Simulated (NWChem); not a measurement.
# C3H2N2 (SMILES N#CC1=NC1) at 5 levels

Aim: a comparison of 5 runs (HF/STO-3G, HF/3-21G, B3LYP/6-31G*, CCSD(T)/pcseg-1) of C3H2N2. 

The calculation is run with NWChem 7.3.0.

## Step 1: Starting point

The species is C3H2N2 (7 atoms), meant as a singlet with charge 0. As SMILES, `N#CC1=NC1`. The shape is that of a GFN2-xTB optimisation.

Bond lengths: N1–C2 1.149 Å, C2–C3 1.378 Å, C3–N4 1.262 Å, C3–C5 1.466 Å, N4–C5 1.481 Å, C5–H6 1.082 Å, C5–H7 1.082 Å. Some angles: N1–C2–C3 178.7°, C2–C3–N4 148.2°, C2–C3–C5 146.5°, N4–C3–C5 65.2°, C3–N4–C5 64.1°, C3–C5–N4 50.7°, C3–C5–H6 119.5°, C3–C5–H7 119.4°, N4–C5–H6 117.5°, N4–C5–H7 117.5°.

## Step 2: Energy and forces at HF/STO-3G (run 1)

c3h2n2.nw reads:

```
start c3h2n2
memory 2200 mb

geometry units angstrom noautosym nocenter noautoz
 N     0.119930   -2.270070    1.571070
 C     0.037570   -1.437680    0.784010
 C    -0.056340   -0.418140   -0.137920
 N    -0.251230   -0.068610   -1.334340
 C     0.007880    1.027580   -0.373500
 H     0.971630    1.516600   -0.420650
 H    -0.829440    1.650320   -0.088680
end

basis spherical bse
 * library STO-3G
end

scf
 nopen 0
 rhf
 thresh 1e-08
 maxiter 80
end

task scf gradient
```

Started as:

```
nwchem c3h2n2.nw > c3h2n2.out
```

What it wrote:

```text
[...]
  functions       =    27
[...]
  wavefunction    = RHF
[...]
         Total SCF energy =   -220.720171579035
      One-electron energy =   -560.644823203880
      Two-electron energy =    207.688536549754
 Nuclear repulsion energy =    132.236115075091
        Time for solution =      1.1s
[...]
                         RHF ENERGY GRADIENTS
    atom               coordinates                        gradient
                 x          y          z           x          y          z
   1 N       0.226635  -4.289810   2.968892   -0.002701   0.024611  -0.024555
   2 C       0.070997  -2.716821   1.481564    0.000232   0.020754  -0.007293
   3 C      -0.106467  -0.790170  -0.260631   -0.003277  -0.046339   0.001071
   4 N      -0.474756  -0.129654  -2.521537    0.011022   0.019766   0.052023
   5 C       0.014891   1.941845  -0.705813   -0.004669  -0.008584  -0.021918
   6 H       1.836114   2.865958  -0.794913   -0.002950  -0.004869   0.000855
   7 H      -1.567414   3.118653  -0.167581    0.002343  -0.005339  -0.000183
[...]
```

Run time: 1.9 s. Hardware: 1 thread of Intel Xeon 6975P-C (Granite Rapids), shared host; peak memory 0.097 GiB.

## Step 3: Energy and gradient at HF/3-21G (run 2)

run.py reads:

```python
from ase import Atoms
from ase.calculators.nwchem import NWChem

atoms = Atoms(['N', 'C', 'C', 'N', 'C', 'H', 'H'], positions=[
    [0.119930, -2.270070, 1.571070],
    [0.037570, -1.437680, 0.784010],
    [-0.056340, -0.418140, -0.137920],
    [-0.251230, -0.068610, -1.334340],
    [0.007880, 1.027580, -0.373500],
    [0.971630, 1.516600, -0.420650],
    [-0.829440, 1.650320, -0.088680],
])

calc = NWChem(
    label='test',
    theory='scf',
    memory='2200 mb',
    basis='3-21G',
    basispar='spherical bse',
    scf={'nopen': '0', 'rhf': None, 'thresh': '1e-08', 'maxiter': '80'},
)
atoms.calc = calc

forces = atoms.get_forces()
e = atoms.get_potential_energy()
print(f"E = {e:.6f} eV")
print("forces (eV/A):")
for s, f in zip(atoms.symbols, forces):
    print(f"{s:2s} {f[0]:10.5f} {f[1]:10.5f} {f[2]:10.5f}")
print("dipole (e A):", atoms.get_dipole_moment().round(4))
```

Started as:

```
export ASE_NWCHEM_COMMAND="nwchem PREFIX.nwi > PREFIX.nwo"
python run.py
```

What it wrote:

```text
E = -6048.378207 eV
forces (eV/A):
N    -0.07441    0.99157   -0.81910
C     0.02263   -1.59408    0.78964
C    -0.07281    1.16708   -0.87135
N    -0.21942   -2.04341   -0.37770
C     0.42171    1.84281    1.54811
H    -0.35240   -0.16033   -0.07842
H     0.27475   -0.20358   -0.19119
dipole (e A): [0.0515 0.5611 0.0514]
```

The calculator wrote test.nwi:

```
title "test"

permanent_dir test

scratch_dir test

start test

geometry units angstrom nocenter noautosym noautoz
  N  1.1992999999999999e-01 -2.2700700000000000e+00 1.5710700000000000e+00
  C  3.7569999999999999e-02 -1.4376800000000001e+00 7.8400999999999998e-01
  C  -5.6340000000000001e-02 -4.1814000000000001e-01 -1.3791999999999999e-01
  N  -2.5123000000000001e-01 -6.8610000000000004e-02 -1.3343400000000001e+00
  C  7.8799999999999999e-03 1.0275799999999999e+00 -3.7350000000000000e-01
  H  9.7162999999999999e-01 1.5165999999999999e+00 -4.2065000000000002e-01
  H  -8.2943999999999996e-01 1.6503200000000000e+00 -8.8679999999999995e-02
end

memory 2200 mb

basis spherical bse noprint
   * library 3-21G
end

scf
  nopen 0
  rhf
  thresh 1e-08
  maxiter 80
end

task scf gradient
```

test.nwo:

```text
Northwest Computational Chemistry Package (NWChem) 7.3.0
             --------------------------------------------------------

           Job information
           ---------------

    nwchem branch   = 7.3.0
    use scalapack   = T
    input           = test.nwi
    prefix          = test.
    data base       = test/test.db
    status          = startup
    nproc           =        1

           Memory information
           ------------------

    heap     =     72089600 doubles =      550.0 Mbytes
    stack    =     72089597 doubles =      550.0 Mbytes
    global   =    144179200 doubles =     1100.0 Mbytes (distinct from heap & stack)
    total    =    288358397 doubles =     2200.0 Mbytes
    verify   = yes
    hardfail = no

[... 139 lines left out ...]
 Convergence threshold     :          1.000E-08
[... 13 lines left out ...]
       Final RHF  results
[... 3 lines left out ...]
      One-electron energy =   -560.899477957257
[... 1 line left out ...]
 Nuclear repulsion energy =    132.236115075091
[... 35 lines left out ...]
                       ROHF Final Molecular Orbital Analysis
[... 232 lines left out ...]
                 ----------------------------------------
                 |  Time  |  1-e(secs)   |  2-e(secs)   |
                 ----------------------------------------
                 |  CPU   |       0.00   |       0.14   |
                 ----------------------------------------
                 |  WALL  |       0.00   |       0.14   |
                 ----------------------------------------

 Task  times  cpu:        1.5s     wall:        1.5s
 Total times  cpu:        1.6s     wall:        1.6s
```

It took 2.7 s on 1 thread of Intel Xeon 6975P-C (Granite Rapids), shared host; peak memory 0.096 GiB.

Run 3 isn't shown in full; the table further down has it.

## Step 4: Energy and gradient at B3LYP/6-31G(d) (Cartesian functions) (run 4)

run.py reads:

```python
from ase import Atoms
from ase.calculators.nwchem import NWChem

atoms = Atoms('NCCNCHH', positions=[
    [0.119930, -2.270070, 1.571070],
    [0.037570, -1.437680, 0.784010],
    [-0.056340, -0.418140, -0.137920],
    [-0.251230, -0.068610, -1.334340],
    [0.007880, 1.027580, -0.373500],
    [0.971630, 1.516600, -0.420650],
    [-0.829440, 1.650320, -0.088680],
])

calc = NWChem(
    label='calc',
    theory='dft',
    memory='2200 mb',
    basis='6-31G*',
    dft={'xc': 'b3lyp', 'mult': '1', 'grid': 'xfine', 'convergence': 'energy 1e-08', 'iterations': '100', 'mulliken': None},
)
atoms.calc = calc

forces = atoms.get_forces()
print("Total energy (eV):", round(atoms.get_potential_energy(), 6))
print("forces (eV/A):")
for s, f in zip(atoms.symbols, forces):
    print(f"{s:2s} {f[0]:10.5f} {f[1]:10.5f} {f[2]:10.5f}")
print("dipole (e A):", atoms.get_dipole_moment().round(4))
```

Started as:

```
export ASE_NWCHEM_COMMAND="nwchem PREFIX.nwi > PREFIX.nwo"
python run.py
```

What it wrote:

```text
Total energy (eV): -6120.186318
forces (eV/A):
N     0.17041   -1.42197    1.49993
C    -0.17406    0.30190   -1.06259
C     0.10943    1.48157   -0.00879
N    -0.27711   -0.94113   -1.13355
C     0.16229    0.22698    0.79283
H     0.22801    0.15823   -0.08639
H    -0.21890    0.19448   -0.00149
dipole (e A): [ 0.0355  0.5088 -0.0147]
```

The calculator wrote calc.nwi:

```
title "calc"

permanent_dir calc

scratch_dir calc

start calc

geometry units angstrom nocenter noautosym noautoz
  N  1.1992999999999999e-01 -2.2700700000000000e+00 1.5710700000000000e+00
  C  3.7569999999999999e-02 -1.4376800000000001e+00 7.8400999999999998e-01
  C  -5.6340000000000001e-02 -4.1814000000000001e-01 -1.3791999999999999e-01
  N  -2.5123000000000001e-01 -6.8610000000000004e-02 -1.3343400000000001e+00
  C  7.8799999999999999e-03 1.0275799999999999e+00 -3.7350000000000000e-01
  H  9.7162999999999999e-01 1.5165999999999999e+00 -4.2065000000000002e-01
  H  -8.2943999999999996e-01 1.6503200000000000e+00 -8.8679999999999995e-02
end

memory 2200 mb

basis noprint
   * library 6-31G*
end

dft
  xc b3lyp
  mult 1
  grid xfine
  convergence energy 1e-08
  iterations 100
  mulliken
end

task dft gradient
```

calc.nwo:

```text
Northwest Computational Chemistry Package (NWChem) 7.3.0
             --------------------------------------------------------

           Job information
           ---------------

    nwchem branch   = 7.3.0
    use scalapack   = T
    input           = calc.nwi
    prefix          = calc.
    data base       = calc/calc.db
    status          = startup
    nproc           =        1

           Memory information
           ------------------

    heap     =     72089600 doubles =      550.0 Mbytes
    stack    =     72089597 doubles =      550.0 Mbytes
    global   =    144179200 doubles =     1100.0 Mbytes (distinct from heap & stack)
    total    =    288358397 doubles =     2200.0 Mbytes
    verify   = yes
    hardfail = no

[... 110 lines left out ...]
  convergence criterion.
[... 40 lines left out ...]
          Spatial weights used:  Erf1
[... 77 lines left out ...]
         Total DFT energy =     -224.912700625289
[... 3 lines left out ...]
 Nuclear repulsion energy =      132.236115075091
[... 624 lines left out ...]
          Convergence on gradient requested:  5.00D-04
[... 27 lines left out ...]
          total energy or number of iterations.
[... 38 lines left out ...]
                 ----------------------------------------
                 |  Time  |  1-e(secs)   |  2-e(secs)   |
                 ----------------------------------------
                 |  CPU   |       0.00   |       0.90   |
                 ----------------------------------------
                 |  WALL  |       0.00   |       0.90   |
                 ----------------------------------------

 Task  times  cpu:       21.8s     wall:       21.8s
 Total times  cpu:       21.8s     wall:       21.8s
```

It took 23 s on 1 thread of Intel Xeon 6975P-C (Granite Rapids), shared host; peak memory 0.14 GiB.

## Step 5: The energy at CCSD(T)/pcseg-1 (run 5)

c3h2n2.nw reads:

```
start c3h2n2
memory stack 880 mb heap 220 mb global 1100 mb
charge 0

geometry noautosym nocenter noautoz
N        0.119930      -2.270070       1.571070
C        0.037570      -1.437680       0.784010
C       -0.056340      -0.418140      -0.137920
N       -0.251230      -0.068610      -1.334340
C        0.007880       1.027580      -0.373500
H        0.971630       1.516600      -0.420650
H       -0.829440       1.650320      -0.088680
end

basis spherical bse
* library pcseg-1
end

scf
thresh 1e-08
maxiter 80
end

ccsd
freeze core 5
maxiter 60
end

task ccsd(t) energy
```

Started as:

```
nwchem c3h2n2.nw > c3h2n2.out
```

What it wrote:

```text
[...]
  functions       =    80
[...]
  wavefunction    = RHF
[...]
         Total SCF energy =   -223.492299387908
      One-electron energy =   -562.794520670182
      Two-electron energy =    207.066106207182
 Nuclear repulsion energy =    132.236115075091
        Time for solution =      7.4s
[...]
 Total MP2 energy:           -224.199529285082662
[...]
             energy      energy      error      ampl     ampl      Block
                                                time     time      time
[...]
 Total CCSD energy:           -224.212547230808099
[...]
 Total CCSD+T(CCSD) energy:           -224.245995812049642
[...]
 Total CCSD(T) energy:                -224.244554629236660
[...]
```

It took 70 s on 1 thread of Intel Xeon 6975P-C (Granite Rapids), shared host; peak memory 0.22 GiB.

## Step 6: Overview of the runs

```csv
run,level,iteration cap,module,energy (Eh),dipole moment (D),HOMO energy (eV),LUMO energy (eV),wall time
1,HF/STO-3G,80,scf,-220.720172,1.96,-10.15,4.73,1.9 s
2,HF/3-21G,80,scf,-222.273801,2.72,-11.76,1.68,2.7 s
3,B3LYP/6-31G* (spherical functions),100,dft,-224.906745,2.45,-8.15,-2.64,21 s
4,B3LYP/6-31G* (Cartesian functions),100,dft,-224.912701,2.45,-8.16,-2.64,23 s
5,CCSD(T)/pcseg-1,80,ccsd(t),-224.244555,–,-12.00,1.25,70 s
```

## Step 7: Results

| quantity | value |
| --- | --- |
| run 5: total energy | -224.24455 Eh |
| run 5: HOMO energy (Hartree–Fock orbitals) | -12.00 eV |
| run 5: LUMO energy (Hartree–Fock orbitals) | 1.25 eV |
| run 5: HOMO–LUMO gap (Hartree–Fock orbitals) | 13.25 eV |
| run 5: correlation energy (5 core orbitals frozen) | -752.3 mEh |
| run 5: (T) correction | -32.01 mEh |

**Reading.** Over runs 1, 2, 3, 4 the dipole moment (its size) runs from 1.96 D (HF/STO-3G) to 2.72 D (HF/3-21G). Over runs 1, 2, 3, 4 the HOMO–LUMO gap runs from 5.51 eV (B3LYP/6-31G*) to 14.87 eV (HF/STO-3G). The two ends differ in method and basis. In run 1 the basis is minimal, so the values are rough. All runs together took 2 min, the longest 70 s.
